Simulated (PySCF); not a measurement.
# One molecule, many functionals

Compound: diacetylene, C₄H₂.
InChI=1S/C4H2/c1-3-4-2/h1-2H

Linear-response calculations in the def2-SVPD basis (PySCF; singlets by full response, triplets Tamm–Dancoff, core orbitals frozen in the response; HF means time-dependent Hartree–Fock). 'Strongest' is the level of largest summed f among the singlets computed (10 roots, of which the last may lack a degenerate partner); it can jump between rows when another state enters that window. S1 is the lowest singlet of each run and needn't be the same state throughout; f(S1) is that of one state. Geometry: PBE0-D3(BJ)/def2-SVP; no solvent, vibrations or thermal averaging.

| functional | kind | S1 (eV) | f(S1) | strongest (eV) | T1 (eV) | HOMO (eV) | gap (eV) | ionisation energy, ΔSCF (eV) |
| --- | --- | --- | --- | --- | --- | --- | --- | --- |
| LDA | LDA | 4.67 | 0.000 | 7.64 | 3.90 | -6.75 | 4.67 | 10.16 |
| PBE | GGA | 4.71 | 0.000 | 7.41 | 3.74 | -6.56 | 4.71 | 9.88 |
| B3LYP | global hybrid, 20% exact exchange | 4.70 | 0.000 | 7.66 | 3.77 | -7.43 | 6.30 | 9.94 |
| PBE0 | global hybrid, 25% exact exchange | 4.73 | 0.000 | 8.01 | 3.70 | -7.67 | 6.74 | 9.94 |
| CAM-B3LYP | range-separated hybrid | 4.71 | 0.000 | 8.12 | 3.80 | -8.92 | 9.11 | 10.01 |
| wB97X-D | range-separated hybrid | 4.75 | 0.000 | 8.18 | 3.87 | -9.45 | 10.30 | 9.96 |
| LC-wPBE | range-separated hybrid | 4.80 | 0.000 | 8.44 | 3.75 | -10.30 | 11.62 | 10.12 |
| HF | Hartree–Fock | 4.23 | 0.000 | 8.70 | 3.26 | -10.08 | 12.64 | not settled |

**Question.** What does BHandHLYP (global hybrid, 50% exact exchange) give?

**Answer.** S1 (eV) 4.62, f(S1) 0.000, strongest (eV) 8.17, T1 (eV) 3.71, HOMO (eV) -8.61, gap (eV) 8.74, ionisation energy, ΔSCF (eV) 9.82. S1 runs from 4.23 eV (HF) to 4.80 eV (LC-wPBE), a spread of 0.56 eV, while the orbital gap spreads over 8.0 eV. −ε(HOMO) comes closest to its own ΔSCF ionisation energy with LC-wPBE (+0.18 eV) and misses most with LDA (-3.40 eV). The lowest triplet of a reference set is 3Σu+(π→π*) at 4.10 eV (computed, theoretical best estimate (aug-cc-pVTZ, frozen core, CC3 geometry), gas; Veril, Scemama, Caffarel, Lipparini, Boggio-Pasqua, Jacquemin, Loos, WIREs Comput. Mol. Sci. 2021, 11, e1517 (QUESTDB)). The lowest computed triplet differs from it by LDA -0.20, wB97X-D -0.23, CAM-B3LYP -0.30, B3LYP -0.33, LC-wPBE -0.35, PBE -0.36, BHandHLYP -0.39, PBE0 -0.40, HF -0.84 eV; geometry and basis of the reference needn't be the same. 'Not settled' means that the ion's SCF failed to converge or may have ended in another state than the lowest.
